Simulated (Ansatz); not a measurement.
in.yaml

```yaml
crystal:
  periodic: [false, false, false]
  atoms:
    - {symbol: Ge, position_ang: [0.000000, 0.000000, 0.000000]}
    - {symbol: Al, position_ang: [0.000000, 0.000000, 3.005000]}
basis:
  gaussian: {orbitals: cc-pVDZ}
magnetization: {spin_polarized: true, initial_magnetization: 3}
correlation: {method: ccsd, electrons: outside_noble_gas}
scf: {lower_state_search: light}
```

```sh
$ ansatz run in.yaml --threads 1 --pin off --events-out ev --progress --plain --max-ram 2393MiB
```

Log:

```
511 factors; integrals over basis functions are off by at most 1.0e-3 eV
mean field evaluation 1: about -63053.7289 eV, gradient 6.1e0 eV
mean field evaluation 2: about -63053.7452 eV, gradient 6.1e0 eV
mean field evaluation 4: about -63054.4014 eV, gradient 1.1e0 eV
mean field evaluation 8: about -63054.4570 eV, gradient 1.4e-1 eV
mean field evaluation 16: about -63053.7289 eV, gradient 6.1e0 eV
mean field evaluation 32: about -63053.4718 eV, gradient 4.2e0 eV
mean field evaluation 64: about -63053.1684 eV, gradient 6.4e-4 eV
mean field evaluation 96: about -63053.7836 eV, gradient 9.2e-1 eV
mean field evaluation 128: about -63052.9916 eV, gradient 9.1e-2 eV
mean field -63054.45891579 eV, -2317.2086253080 hartree, gradient 3.3e-6 eV, S^2 3.774934; 5 other end points of the search recorded, 0 dependent functions left out
determinant -63054.45891579 eV, -2317.2086253080 hartree, with singles and doubles -63057.65199658 eV, -2317.3259688627 hartree
determinant -63053.16838271 eV, -2317.1611990921 hartree, with singles and doubles -63056.12209146 eV, -2317.2697458864 hartree
19 core orbitals not correlated: weight in the atoms' cores, before any rotation towards them, 1.000 or more for the frozen orbitals, at most 0.000 for the correlated occupied ones
reference -63054.45891579 eV, -2317.2086253080 hartree; 5, 2 occupied and 21, 24 virtual orbitals, 511 factors
second order -2.36816605 eV of doubles, -0.00000000 eV of singles
cycle   1  -3.19249632 eV  change    5.8e-4 eV  update   2.0e-3
cycle   2  -3.19227424 eV  change    2.2e-4 eV  update   1.4e-3
cycle   3  -3.19232857 eV  change   -5.4e-5 eV  update   7.4e-4
cycle   4  -3.19261484 eV  change   -2.9e-4 eV  update   4.5e-4
cycle   5  -3.19301436 eV  change   -4.0e-4 eV  update   1.4e-4
cycle   6  -3.19317167 eV  change   -1.6e-4 eV  update   5.4e-5
cycle   7  -3.19319144 eV  change   -2.0e-5 eV  update   1.8e-5
cycle   8  -3.19318199 eV  change    9.5e-6 eV  update   7.4e-6
cycle   9  -3.19317981 eV  change    2.2e-6 eV  update   2.2e-6
Total energy: -63057.65209560 eV, -2317.3259725017 hartree
```

Ran on 1 thread of Arm Neoverse V1, shared host: 3.2 s wall, 0.1 GiB peak host memory.
